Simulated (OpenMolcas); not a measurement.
How methods differ on AlO (oxoaluminum)

AlO: 2 atoms, total charge 0, spin state doublet. SMILES: `[O]=[Al]`. Geometry: relaxed at PBE0-D4/def2-TZVP.

```xyz
2

O     0.0000    0.0000   -0.0249
Al    0.0000    0.0000    1.5950
```

Each level gives the energy change with the O1–Al2 bond stretched from 1.620 to 2.355 Å (eV). The values are calculated.

```tsv
level	kind	program	value (eV)	less FCI/STO-3G	CPU time (all runs)
ROHF/STO-3G	Hartree–Fock	OpenMolcas	1.81	-0.69	4.6 s
UHF/STO-3G	Hartree–Fock	OpenMolcas	2.09	-0.41	3.7 s
USVWN5/STO-3G	LDA	OpenMolcas	3.06	+0.56	6.4 s
UPBE/STO-3G	GGA	OpenMolcas	2.60	+0.10	7.1 s
U-r2SCAN/STO-3G	meta-GGA	OpenMolcas	2.55	+0.05	13 s
UM06-2X/STO-3G	hybrid meta-GGA	OpenMolcas	2.44	-0.06	23 s
CASPT2(3,3)/STO-3G	multireference	OpenMolcas	1.93	-0.57	2.7 s
MRCI(3,3)/STO-3G	multireference	OpenMolcas	1.81	-0.69	3 s
ROCCSD(T)/STO-3G	coupled cluster or CI	OpenMolcas	2.48	-0.02	5 s
FCI/STO-3G	exact in the basis	OpenMolcas	2.50	0.00	3.7 s
```

FCI/STO-3G is exact within its basis and frozen core, so for wave-function methods in that basis the difference is their error; functionals converge differently with the basis, so for them it is only a difference. The first shape isn't each level's own minimum. The values span 1.81 to 3.06 eV. Spin contamination of the reference (⟨S²⟩ at least 0.1 too high) touches UHF/STO-3G. All rows use very small basis sets, so even the best lies far from the true value. Times are those of the runs behind each value, whatever else they computed, on shared processors of several kinds: orders of magnitude only.
